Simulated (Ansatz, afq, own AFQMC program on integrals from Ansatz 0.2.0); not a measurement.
Two steps: Ansatz 0.2.0 writes the Fock matrix and Cholesky factors of the valence space, and afq projects on them the lowest state that overlaps trial and start.

```yaml
crystal:
  periodic: [false, false, false]
  atoms:
    - {symbol: W, position_ang: [0.000000, -0.263362, 0.000000]}
    - {symbol: Cl, position_ang: [0.000000, 0.710962, -2.030431]}
    - {symbol: Cl, position_ang: [0.000000, 0.710962, 2.030431]}
    - {symbol: H, position_ang: [0.000000, -1.979343, 0.000000]}
basis:
  gaussian: {orbitals: def2-SVP}
magnetization: {spin_polarized: true, initial_magnetization: 3}
correlation: {method: ccsd_t, electrons: outside_noble_gas, hamiltonian_folder: ham}
```

```sh
$ ansatz run in.yaml --threads 1 --pin off --events-out ev --progress --plain --max-ram 16896MiB --backend cuda --devices 0, --max-vram 18GiB
```

afq runs on the folder ham with

```
--method phaseless --trial hf --walkers 4000 --populations 20 --least-time 40 --time-step 0.005 --steps-per-block 20 --equilibration-blocks 160 --max-blocks 4000 --target-error 0.0013999999999999998 --factor-cut 1e-05 --start spin_pure --seed 6894 --taylor-order 6
```

Times are imaginary, in 1/Eh. The walk had a cap of 100 s. With eight or more populations the least sampling time is a fifth of least-time, and the error comes from their spread. Core potentials past Kr, no spin–orbit coupling.

Log:

```
orbitals 59  electrons 12 9  factors 492 of 687
reference energy -985.75996912 Eh
CCSD correlation -0.41502037 Eh in 12 cycles, weight of the determinant in the CISD state 0.8251
energy of the start -985.760850 Eh
 block  time / (1/Eh)  mean weight  energy / Eh
     1     0.100  1.0014  -985.854494
     2     0.200  1.0027  -985.926021
     3     0.300  1.0028  -985.981707
     4     0.400  1.0032  -986.019013
     5     0.500  1.0025  -986.051743
     8     0.800  1.0014  -986.117723
    13     1.300  1.0004  -986.158679
    25     2.500  0.9996  -986.181835
    31     3.100  1.0002  -986.184098
    49     4.900  0.9995  -986.193817
    67     6.700  1.0002  -986.192195
    85     8.500  1.0001  -986.191596
   103    10.300  0.9998  -986.194276
   121    12.100  1.0001  -986.196168
   127    12.700  0.9996  -986.198118
   139    13.900  1.0000  -986.194718
   157    15.700  0.9994  -986.188420
   175    17.500  0.9999  -986.187665
   193    19.300  0.9998  -986.192440
   211    21.100  0.9999  -986.189448
   229    22.900  0.9999  -986.191337
   235    23.500  0.9999  -986.189218
error from the spread of 20 populations
energy -986.191877 +/- 0.001266 Eh
(rows thinned)
```

The run passed its tests (sampling time, drift between the halves within three errors, error under three times the target), which doesn't prove that it has relaxed.

Against this walk (error 34.4 meV) on the same determinant: CCSD(T) 124.2 meV higher, CCSDT(Q) 65.1 meV higher (within the noise), a separate phaseless walk with a CISD trial and standard settings 81.6 ± 35.1 meV higher. The error is statistical and leaves out the bias of the constraint.

Cautions: constraint bias not in the error; no spin-orbit coupling; outer-core shells of the metal frozen; lower spins were not checked.

The walk took 73 s on 1 × NVIDIA H100 80GB HBM3 with 2 threads of AMD EPYC 7R13 Processor (Zen 3), with other jobs on the host (the card was shared). The log's last line is the phaseless energy.

CCSDT and higher add their correlation energy to the determinant of the CCSD(T) run, since their own runs factorise the integrals more tightly (a shift of under 2 meV). A walk keeps the symmetry of its determinant, which the program's search chose and which needn't be the lowest solution, so a lower state of the same spin and another symmetry isn't excluded.
